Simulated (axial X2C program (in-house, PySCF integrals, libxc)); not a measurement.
# Worked dissociation energy of PO: PBE0, 2c

All values were computed with an in-house all-electron X2C program for linear molecules (integrals from PySCF). Two-component (2c) means X2C with spin–orbit coupling and atomic mean-field two-electron Coulomb and Gaunt terms. Basis: P dyall-v3z [8s7p2d1f], O dyall-av3z [7s6p3d2f] (cores contracted in-house); Gaussian nuclei, density fitting, unrestricted open shells. Masses: P 30.974 u, O 15.995 u.

Molecular state: Ω = 1/2 (⟨Sz⟩ = -0.50, ⟨Lz⟩ = 1.00 at PBE0).

```
E(P) (2M_J = 3) : -341.922219 hartree
E(O) (2M_J = 2) : -75.071371 hartree
E(PO) at Re     : -417.207591 hartree
ωe              : 1272.3 cm⁻¹
ωexe            : 5.51 cm⁻¹
```

**Question.** Work out De and D0.

**Answer.** De = -341.922219 + (-75.071371) − (-417.207591) = 0.21400 hartree = 5.823 eV. The zero-point energy is ωe/2 − ωexe/4 = 635 cm⁻¹ = 0.079 eV, so D0 = 5.745 eV.

The state is one determinant whose occupation by symmetry is held fixed; it was picked as the lowest of a PBE0 search that is not exhaustive. De is counted from the lowest determinant-based energies of the atoms at the same level, without counterpoise correction. Density functionals use the spin component along the axis (collinear). The 2c atoms are single determinants rather than J levels; their spin–orbit lowering is only partly caught, and De is too large by that part. This holds for PBE0. Without a current term, density functionals place determinants with orbital angular momentum somewhat too high.

Each atomic determinant is the lowest at this level and need not be a pure J level. Totals compare only within one Hamiltonian and basis.
